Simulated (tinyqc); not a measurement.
Worked calculation: extended Hueckel theory, for BH3. One step of it, computed by the program tinyqc.

Task: Mulliken analysis. P = C n C^T; charge = valence electrons (H 1, B 3) minus the sum of (P S)_ii on the atom; overlap population = 2 sum P_ij S_ij between two atoms.

coefficients, order 1B 2s, 1B 2px, 1B 2py, 1B 2pz, 2H 1s, 3H 1s, 4H 1s:
```
[[0.544361, 0.000085, 0.000000, 0.023706, 0.000000, 0.001141, 1.591404],
 [0.000008, 0.327203, 0.000000, 0.000001, 0.000000, 1.375653, -0.001334],
 [0.000000, 0.000000, 0.327264, 0.000000, 1.374966, 0.000000, 0.000000],
 [0.000791, 0.000000, 0.000000, 0.999621, 0.000000, -0.000033, -0.040954],
 [0.266517, 0.640549, 0.000000, -0.007879, 0.000000, -1.040641, -0.839689],
 [0.266508, -0.320329, 0.554832, -0.007874, -0.900256, 0.519533, -0.840832],
 [0.266508, -0.320329, -0.554832, -0.007874, 0.900256, 0.519533, -0.840832]]
```

occupations: [2.000000, 2.000000, 2.000000, 0.000000, 0.000000, 0.000000, 0.000000]

overlap S, order 1B 2s, 1B 2px, 1B 2py, 1B 2pz, 2H 1s, 3H 1s, 4H 1s:
```
[[1.000000, 0.000000, 0.000000, 0.000000, 0.511375, 0.511313, 0.511313],
 [0.000000, 1.000000, 0.000000, 0.000000, 0.545486, -0.272933, -0.272933],
 [0.000000, 0.000000, 1.000000, 0.000000, 0.000000, 0.472255, -0.472255],
 [0.000000, 0.000000, 0.000000, 1.000000, -0.011474, -0.011472, -0.011472],
 [0.511375, 0.545486, 0.000000, -0.011474, 1.000000, 0.106728, 0.106728],
 [0.511313, -0.272933, 0.472255, -0.011472, 0.106728, 1.000000, 0.106844],
 [0.511313, -0.272933, -0.472255, -0.011472, 0.106728, 0.106844, 1.000000]]
```

Give: charges; Overlap populations.

Result:

charges: [0.848, -0.282, -0.283, -0.283]

Overlap populations:
```
pair      value
2-1    0.754185
3-1    0.754078
3-2   -0.057274
4-1    0.754078
4-2   -0.057274
4-3   -0.057355
```
